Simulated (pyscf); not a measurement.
This saddle point was located with ωB97X-D3(BJ)/def2-SVP in PySCF.

```xyz
10

N     -1.5466    -0.1559    -0.3402
N     -2.1606     0.1059     1.2383
H     -1.8470    -1.1225    -0.4977
H     -2.2055     0.4034    -0.8902
H     -1.4784    -0.4434     1.7739
H     -1.8331     1.0677     1.3853
Si     0.2418     0.0625    -1.1245
H      1.0458    -0.0786    -2.4077
H      0.3946     1.4976    -0.7250
H      0.9378    -0.8149    -0.1304
```
Charge 0, spin multiplicity 2.

Surface: doublet, charge 0. Lowest wavenumbers (cm⁻¹): 1065i, 154, 192, 212, 452.

### Question
What reaction is this the transition state of?

### Answer
H₂N–NH₂ + silyl (SiH₃•) ⇌ silylamine (H₂N–SiH₃) + amino radical (NH₂•), a substitution at N read from left to right: N–N broken and N–Si formed. At CCSD(T)/def2-TZVPP + ΔMP2(QZVPP) it lies +0.23 eV from the left side and +1.74 eV from the right (each side as separated species at their lowest minima found). On the reactant side the descent ends in a complex, 0.20 eV under the separated species and 0.50 eV under the saddle at ωB97X-D3(BJ)/def2-TZVP. One saddle was located; it need not be the lowest between these sides. The angle at the attacked N is 133°. The CCSD(T) − MP2 part came from Ansatz, without density fitting, on the same reference. A UHF reference is spin-contaminated (<S²> up to 0.88), which harms MP2 most.
